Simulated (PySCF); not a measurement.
C2H4OP2: core ionisation energies

Compound: C2H4OP2.
Z-matrix (Å and degrees, GFN2-xTB geometry), rows numbered from 1:
```
O 
C   1  1.1617
P   2  1.6423  1  173.99
C   3  1.8919  2   96.48  1  -173.66
P   4  1.8642  3  116.66  2   -76.81
H   4  1.0945  3  105.63  2   163.97
H   4  1.0920  3  110.14  2    48.24
H   5  1.3939  4   95.91  3   -40.86
H   5  1.3954  4   96.25  3    51.75
```

The calculation used delta-SCF UKS SCAN, pcX-2 on the ionised atom, pcseg-1 elsewhere, spin-free X2C in PySCF. Vertical ΔSCF values, vacuum level as zero.

**Question.** Give the core binding energies atom by atom.

**Answer.** 
```tsv
atom(s)	environment	level	binding energy (eV)	2p1/2 (eV)	above the level's lowest (eV)	count
P3	phosphorus bonded to 2 C	P 2p3/2	136.56	137.45	0.00	1
P5	phosphine phosphorus	P 2p3/2	136.72	137.62	+0.16	1
C4	sp3 carbon bound to phosphorus	C 1s	291.23	–	0.00	1
O1	oxygen bonded to C	O 1s	539.41	–	0.00	1
P3	phosphorus bonded to 2 C	P 1s	2150.08	–	0.00	1
P5	phosphine phosphorus	P 1s	2150.27	–	+0.19	1
```

The 2 P 1s values lie within 0.19 eV of each other; Gaussian lines of 0.5 eV full width would blend them into one maximum.

The 2 P 2p3/2 values lie within 0.16 eV of each other.

**Question.** Give the binding energy of C 1s of C4 in hartree and in kJ/mol.

**Answer.** 291.23 eV = 10.7025 Eh = 28099 kJ/mol.

**Question.** Which photon energy gives electrons from C 1s of C4 a kinetic energy of 100 eV, and what is their de Broglie wavelength?

**Answer.** hν = 291.23 + 100 = 391.23 eV, recoil neglected; λ = 12.264 Å/√(E/eV) = 1.23 Å.

The list is incomplete; no value stands for C 1s of C2 (hole states with ⟨S²⟩ of 1 or more are left out). The 2p values add to the ΔSCF energy of one spin-free hole a correction within the shell (spin–orbit coupling, ligand field). 2p1/2 minus 2p3/2 (ligand field included): P 0.89 eV. Isolated species at its GFN2-xTB geometry (one conformer only).
